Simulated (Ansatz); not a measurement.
Here is an Ansatz input file for CH4OSi, SMILES C1O[SiH2]1. Write the same calculation for the Python package.

```yaml
crystal:
  periodic: [false, false, false]
  atoms:
    - { symbol: C, position_ang: [-0.5468, -0.4247, -0.6651] }
    - { symbol: O, position_ang: [-0.0021, -1.0952, 0.4002] }
    - { symbol: Si, position_ang: [0.4765, 0.4741, 0.521] }
    - { symbol: H, position_ang: [-1.5731, -0.1327, -0.6177] }
    - { symbol: H, position_ang: [-0.1933, -0.5313, -1.6873] }
    - { symbol: H, position_ang: [-0.0906, 1.0971, 1.7457] }
    - { symbol: H, position_ang: [1.9905, 0.5448, 0.2575] }
basis:
  gaussian:
    orbitals: def2-SVP
hamiltonian:
  xc: pbe0
relax:
  f_tol: 0.02
  max_steps: 100
```

`run_opt.py`:
```python
"""Minimum-energy structure of CH4OSi."""

import logging
import sys

import ansatz as az
import numpy as np
import pandas as pd

logging.basicConfig(stream=sys.stdout, format="%(name)s: %(message)s")
logger = logging.getLogger("ch4osi")
logger.setLevel(logging.INFO)

mol = (
    az.Crystal.molecule()
    .atom("C", [-0.5468, -0.4247, -0.6651])
    .atom("O", [-0.0021, -1.0952, 0.4002])
    .atom("Si", [0.4765, 0.4741, 0.521])
    .atom("H", [-1.5731, -0.1327, -0.6177])
    .atom("H", [-0.1933, -0.5313, -1.6873])
    .atom("H", [-0.0906, 1.0971, 1.7457])
    .atom("H", [1.9905, 0.5448, 0.2575])
)

base = mol.calculation().basis(gaussian="def2-SVP").functional("pbe0")
symbols = [site.symbol for site in mol.cartesian_sites]
start = np.array([site.position_ang for site in mol.cartesian_sites], dtype=float)
def progress(event):
    if event["event"] == "relax_step":
        row = event["data"]
        logger.info(f"step {row['step']:3d}  E = {row['lagrangian_ev']:.6f} eV  max force {row['allowed_force_max_ev_ang']:.4f} eV/A")


r = base.relax(force_tolerance=0.02, max_steps=100).session().plan().execute(on_event=progress).report
end = np.array(r["positions_ang"])

for key in ("converged", "free_energy_ev", "reference_energy_ev", "n_frozen", "n_occupied", "n_virtual"):
    logger.info(f"{key:22s} {r[key]}")

logger.info("bond        before    after (A)")
for i, j in [(0, 1), (0, 2), (0, 3), (0, 4), (1, 2), (2, 5), (2, 6)]:
    d0, d1 = (np.linalg.norm(xyz[i] - xyz[j]) for xyz in (start, end))
    print(f"{symbols[i]}{i}-{symbols[j]}{j}".ljust(10), f"{d0:8.4f} {d1:8.4f}")

charges = r["charge_distribution"]
table = pd.DataFrame({"atom": symbols, "mulliken": charges["mulliken_charges_e"], "lowdin": charges["lowdin_charges_e"]})
print(table.round(3).to_string())
print("dipole (e A):", np.round(charges["dipole_moment_e_ang"], 4) + 0.0)
```

```console
$ python run_opt.py
ch4osi: step   1  E = -11013.645098 eV  max force 3.0142 eV/A
ch4osi: step   2  E = -11013.964459 eV  max force 1.4197 eV/A
ch4osi: step   3  E = -11014.018137 eV  max force 0.1754 eV/A
ch4osi: step   4  E = -11014.020365 eV  max force 0.0909 eV/A
ch4osi: step   5  E = -11014.020710 eV  max force 0.0247 eV/A
ch4osi: step   6  E = -11014.020708 eV  max force 0.0189 eV/A
ch4osi: step   7  E = -11014.020733 eV  max force 0.0061 eV/A
ch4osi: converged              True
ch4osi: free_energy_ev         -11014.020754982042
ch4osi: reference_energy_ev    -11014.020754982042
ch4osi: n_frozen               0
ch4osi: n_occupied             [16, 16]
ch4osi: n_virtual              [50, 50]
ch4osi: bond        before    after (A)
C0-O1        1.3715   1.4531
C0-Si2       1.8061   1.8212
C0-H3        1.0681   1.0997
C0-H4        1.0868   1.0996
O1-Si2       1.6451   1.6909
Si2-H5       1.4865   1.4838
Si2-H6       1.5384   1.4838
  atom  mulliken  lowdin
0    C    -0.018  -0.057
1    O    -0.455  -0.067
2   Si     0.459   0.283
3    H     0.077  -0.006
4    H     0.077  -0.006
5    H    -0.070  -0.073
6    H    -0.070  -0.073
dipole (e A): [ 0.0599  0.3923 -0.0628]
```

Total energies depend on the basis set; only differences at equal settings carry meaning. The end point is the stationary point reached from this start; no frequency run checks that it is a minimum, and the basis set is modest. The Löwdin charges here are taken after orthogonalising the functions within each atom; they differ from plain Löwdin charges, and their signs can be unphysical. The whole script took 12 s on 1 thread of Arm Neoverse V2, on a shared host, peak memory 0.25 GiB.

(Lines on the test bed's own set-up are left out of the output.)
